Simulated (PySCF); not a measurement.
**Partial charges of (E)-2-butenenitrile**

(E)-2-butenenitrile, C₄H₅N.
Geometry (PBE0-D3(BJ)/def2-TZVP, Å), atoms numbered from 1 in this order:
```xyz
10
C4H5N angstrom
C     -1.3235    0.0245    0.7768
C     -0.1059   -0.4140    0.0530
C      0.7965    0.4145   -0.4735
C      1.9517   -0.0473   -1.1596
N      2.8970   -0.3943   -1.7202
H     -2.2214   -0.3664    0.2886
H     -1.3979    1.1114    0.8262
H     -1.3267   -0.3728    1.7965
H      0.0534   -1.4843   -0.0492
H      0.6831    1.4918   -0.3984
```

Density: PBE0/pcSseg-2 (PySCF); schemes: Mulliken, IAO, Hirshfeld and ESP-fitted. Isolated species at its PBE0-D3(BJ)/def2-TZVP geometry, gas phase.

Q: Give the atomic charges in each scheme.

A: In e:

| atom | environment | Mulliken | IAO | Hirshfeld | ESP-fitted |
| --- | --- | --- | --- | --- | --- |
| C1 | allylic carbon | -0.001 | -0.439 | -0.113 | -0.425 |
| C2 | alkene CH carbon | -0.047 | -0.072 | +0.001 | +0.162 |
| C3 | alkene CH carbon | -0.076 | -0.216 | -0.043 | -0.480 |
| C4 | nitrile carbon | +0.025 | +0.143 | +0.073 | +0.459 |
| N5 | nitrile nitrogen | -0.151 | -0.253 | -0.231 | -0.484 |
| H6 | methyl hydrogen | +0.051 | +0.168 | +0.061 | +0.140 |
| H7 | methyl hydrogen | +0.029 | +0.155 | +0.056 | +0.140 |
| H8 | methyl hydrogen | +0.051 | +0.169 | +0.061 | +0.140 |
| H9 | vinylic hydrogen | +0.060 | +0.166 | +0.066 | +0.102 |
| H10 | vinylic hydrogen | +0.058 | +0.178 | +0.070 | +0.246 |

Mean size of the charges over all atoms: ESP-fitted 0.278 e, IAO 0.196 e, Hirshfeld 0.077 e, Mulliken 0.055 e. Each set sums to the total charge, 0, to within 0.001 e. The ESP scheme is a least-squares fit of atom-centred charges to the potential on four shells outside the van der Waals surface, with the total charge fixed.

Lowest charge. The schemes don't all agree: Mulliken N5 (-0.151); IAO C1 (-0.439); Hirshfeld N5 (-0.231); ESP-fitted N5 (-0.484).

Highest charge. The schemes don't all agree: Mulliken H9 (+0.060); IAO H10 (+0.178); Hirshfeld C4 (+0.073); ESP-fitted C4 (+0.459).

Q: How many electrons does the IAO scheme count on N5?

A: Z − q = 7 − (-0.253) = 7.253.

Q: Sum the charges by element, for elements with more than one atom.

A: 
```csv
element,atoms,Mulliken,IAO,Hirshfeld,ESP-fitted
C,4,-0.099,-0.584,-0.082,-0.284
H,5,+0.249,+0.837,+0.313,+0.768
```

Q: How closely do the schemes follow one another over all atoms?

A: Correlation coefficient and root-mean-square difference: Mulliken with Hirshfeld 0.87, 0.051 e; IAO with ESP-fitted 0.87, 0.170 e; IAO with Hirshfeld 0.86, 0.142 e; Hirshfeld with ESP-fitted 0.86, 0.241 e; Mulliken with IAO 0.72, 0.175 e; Mulliken with ESP-fitted 0.72, 0.274 e.
